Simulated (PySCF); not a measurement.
**Identify the compound**

An unknown has the formula C₆H₅F. Its calculated NMR data are:

1H NMR (500 MHz, computed): δ 7.46 (ddd, J = 9.3, 8.2, 5.2 Hz, 2H), 7.22 (t, J = 8.2 Hz, 1H), 7.15 (dd, J = 9.3, 9.0 Hz, 2H).

13C{1H} NMR (computed): δ 170.5 (C, d, J = 315.4 Hz), 135.7 (CH, d, J = 5.1 Hz), 128.6 (CH), 120.7 (CH, d, J = 18.8 Hz).

How the numbers were obtained: spin–spin couplings from B3LYP/pcJ-1 (spin–dipole term only in couplings to heteroatoms), shieldings: GIAO PBE0/pcSseg-1, PBE0-D3(BJ)/def2-SVP geometry, in PySCF 2.14.0 with density-fitted response routines (relativity neglected, a single conformation, equivalent nuclei averaged, in vacuum).

Shifts are taken against calculated references (same method and geometry level): 1H (σ = 31.27 ppm), 13C (σ = 184.41 ppm) vs TMS.

Deduce the structure.

Results:


- The formula gives 4 degrees of unsaturation (1 ring in the answer).
- 4 carbon signals for 6 carbons: some carbons are equivalent by symmetry or fast rotation.
- Carbon types of the structure: 1 × C, 5 × CH, which accounts for all hydrogens.
- δC 170.5: aromatic carbon bearing fluorine; an ipso carbon deshielded by its heteroatom.
- δC 135.7, 128.6, 120.7: aromatic CH.
- δH 7.46, 7.22, 7.15: hydrogen on an aromatic CH; ring-current deshielding.
- The protons at 7.15 and 7.46 share a coupling of 9.3 Hz (vicinal, an ortho-type coupling).
- The protons at 7.46 and 7.22 share a coupling of 8.2 Hz (vicinal, an ortho-type coupling).

The compound is SMILES Fc1ccccc1.

The data come from this structure; uniqueness wasn't tested.

C–F couplings over four or more bonds (about 3 Hz to the para carbon of a fluoroarene) are left out. Common functionals overestimate the size of one-bond C–F couplings by tens of Hz; these are unscaled. Splittings below 1 Hz are ignored in the labels, and close J values are merged. Couplings among chemically equivalent protons are left out too, so labels in AA′BB′ or AA′XX′ sets are apparent multiplicities. Unscaled 3J(H,H) at this level run about 9 % above measured values. Shifts are as computed. Against solution values, carbons near 30 ppm lie about +2 ppm off and those near 130 ppm about +4 ppm. Of 246 compounds with measured shifts, 49 miss one by over three times the rms of a fit or turn the order of signals round; such compounds aren't used in these exercises.
